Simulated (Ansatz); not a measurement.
Two shapes of singlet CHN.

Shape 1:

```xyz
3

H     0.0000    0.0000   -1.0650
C     0.0000    0.0000    0.0000
N     0.0000    0.0000    1.2222
```

Shape 2:

```xyz
3

H     0.0000    0.0000   -1.0650
C     0.0000    0.0000    0.0000
N     0.0000    0.0000    1.2683
```

Basis set: cc-pVTZ (spherical functions). Left uncorrelated: 2 orbitals. Charge 0, multiplicity 1.

Computed with Ansatz (development build ahead of 0.2.0); the reference of a correlated method needn't be the lowest determinant of its kind.

(1) Which shape is lower in energy, and by how much in each method?

## Answers

(1)

| method | E(2) − E(1) (eV) |
| --- | --- |
| RHF-CCSD(T) | 0.340 |
| UHF-CCSD(T) | 0.374 |
| RHF-BCCD(T) | 0.339 |
| UHF-BCCD(T) | 0.340 |

Shape 1 is lower. Caution: the reference determinant was not shown to be the lowest. Caution for UHF-CCSD(T): another reference gives a lower total.
